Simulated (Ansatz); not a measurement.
Input for Ansatz (development build ahead of 0.2.0):

```yaml
crystal:
  periodic: [false, false, false]
  atoms:
    - { symbol: C, position_ang: [1.19942, 0.0, 0.0] }
    - { symbol: C, position_ang: [0.37064, 1.14071, 0.0] }
    - { symbol: C, position_ang: [-0.97035, 0.705, 0.0] }
    - { symbol: C, position_ang: [-0.97035, -0.705, 0.0] }
    - { symbol: C, position_ang: [0.37064, -1.14071, 0.0] }
    - { symbol: H, position_ang: [2.28442, 0.0, 0.0] }
    - { symbol: H, position_ang: [0.70592, 2.17261, 0.0] }
    - { symbol: H, position_ang: [-1.84813, 1.34275, 0.0] }
    - { symbol: H, position_ang: [-1.84813, -1.34275, 0.0] }
    - { symbol: H, position_ang: [0.70592, -2.17261, 0.0] }
basis:
  gaussian: { orbitals: def2-SVP }
total_charge: -1
magnetization:
  spin_polarized: true
hamiltonian:
  xc: pbe0
```

The input is written out in the form of the current development build from the run's settings.

Output:

```yaml
Converged: yes
Total_energy: -193.14416 hartree
Spin_squared_of_the_determinant: 0.000
Stability_test: minimum
```

Caution: no diffuse functions for an anion.
